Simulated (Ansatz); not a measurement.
Reaction (formal loss of a carbene): `CCC(C)F` → `CCC` + `[CH]F`

Program: Ansatz. Geometries: PBE0-D4/def2-TZVP. ΔE: electronic, gas phase. CCSD(T)/CBS adds triple-zeta CCSD(T) − MP2 to the extrapolated MP2 energy (def2 sets, frozen cores). This one scheme is used for every species. Functionals use def2-TZVPP. One conformer a species, not always the lowest.

(1) Is it downhill or uphill in electronic energy at CCSD(T)/CBS, and by how much? (An estimate is asked.)

(2) What do these levels give: PBE0-D4, ωB97M-V, PBE-QIDH, r2SCAN, CAM-B3LYP, LC-ωPBE, RPA@PBE/def2-TZVPP, MP2/def2-SVP, CCSD/def2-SVP, HF/def2-TZVPP, MP2/def2-QZVPP, HF/CBS(def2)? (Best estimate.)

Largest T1 diagnostic among the species: 0.018.

Results:

(1) The calculation gave: Uphill: ΔE = +4.09 eV.

(2) Computed: PBE0-D4 4.31, ωB97M-V 4.07, PBE-QIDH 4.34, r2SCAN 4.28, CAM-B3LYP 4.10, LC-ωPBE 4.27, RPA@PBE/def2-TZVPP 3.74, MP2/def2-SVP 4.33, CCSD/def2-SVP 4.05, HF/def2-TZVPP 3.60, MP2/def2-QZVPP 4.34, HF/CBS(def2) 3.60 eV.

Leaving LDA and LC-ωPBE aside and taking each functional with its dispersion term where it has one, the values, not all of them listed here, spread over 0.45 eV, from BLYP-D4 to r2SCAN0-D4. LDA lies +0.67 eV from PBE without D4. From BLYP to BHLYP (50 % exact exchange), in def2-TZVPP and without D4, ΔE moves by +0.29 eV. The D4 term adds +0.11 eV with B3LYP and +0.06 eV with PBE0; it sums over pairs of atoms, weighted by their polarisabilities, and B3LYP, whose exchange is more repulsive, gets the larger term.

B3LYP here is the variant with VWN-RPA as its local correlation; programs differ in this.
